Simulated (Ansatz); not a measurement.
# SiHF₃: small, medium and large basis sets

An exercise on one series of results from a longer session: the logs are not shown, and one member is left open.

Program: Ansatz 0.2.0, Gaussian basis. Level of theory: one geometry, several basis sets. These are calculated values, not measurements.

Plan: PBE0-D4/def2-SVP; ωB97M-V/def2-SVP; PBE0-D4/def2-QZVPP; ωB97M-V/def2-QZVPP; CCSD(T)/cc-pV(D+d)Z; CCSD(T)/cc-pV(T+d)Z; CCSD(T)/cc-pV(Q+d)Z; the functionals' def2-TZVPP values are taken from earlier runs.

### Structure used throughout

The geometry comes from an earlier relaxation with PBE0-D4 in a triple-zeta def2 set; it is a stationary point.

SMILES `F[SiH](F)F`, 5 atoms, charge 0, spin multiplicity 1.

Atoms are counted from 1 here; the program's logs count them from 0.

Bond lengths: F1–Si2 1.573 Å, Si2–F3 1.573 Å, Si2–F4 1.573 Å, Si2–H5 1.461 Å. Angles: F1–Si2–F3 108.3°, F1–Si2–F4 108.3°, F1–Si2–H5 110.7°, F3–Si2–F4 108.3°, F3–Si2–H5 110.7°, F4–Si2–H5 110.7°.

The first run:

File in.yaml:

```yaml
crystal:
  periodic: [false, false, false]
  atoms:
    - {symbol: F, position_ang: [-0.447083, -0.082184, 1.491262]}
    - {symbol: Si, position_ang: [0.040671, 0.001695, -0.001766]}
    - {symbol: F, position_ang: [-0.597060, 1.281427, -0.657249]}
    - {symbol: F, position_ang: [-0.495894, -1.263340, -0.767179]}
    - {symbol: H, position_ang: [1.499366, 0.062413, -0.065058]}
basis:
  gaussian: {orbitals: def2-SVP}
hamiltonian: {xc: pbe0, dispersion: d4}
output: {orbitals: {seedname: orbitals}}
```

The run is started by

```console
$ ansatz run in.yaml --threads 2 --pin off --events-out ev --progress --plain --max-ram 32768MiB --backend cpu
```

Among the steps run: PBE0-D4 in def2-SVP; ωB97M-V in def2-SVP; PBE0-D4 in def2-QZVPP; ωB97M-V in def2-QZVPP.

One of the session's tables, all rows but one given; the rest of the session is left out.

It belongs to the step «Functionals by basis». 

```
functional       basis  HOMO (eV)  LUMO (eV)
   PBE0-D4    def2-SVP     -11.09       1.75
   PBE0-D4  def2-TZVPP     -11.22       1.03
   PBE0-D4  def2-QZVPP     -11.25       0.66
   ωB97M-V    def2-SVP          ?          ?
   ωB97M-V  def2-TZVPP     -13.56       2.71
   ωB97M-V  def2-QZVPP     -13.60       1.97
```

**Question.** Estimate the row for ωB97M-V, def2-SVP.

**Answer.** HOMO (eV): -13.39; LUMO (eV): 3.62. In the column «HOMO (eV)» it lies between ωB97M-V, def2-TZVPP (-13.56) and PBE0-D4, def2-QZVPP (-11.25).
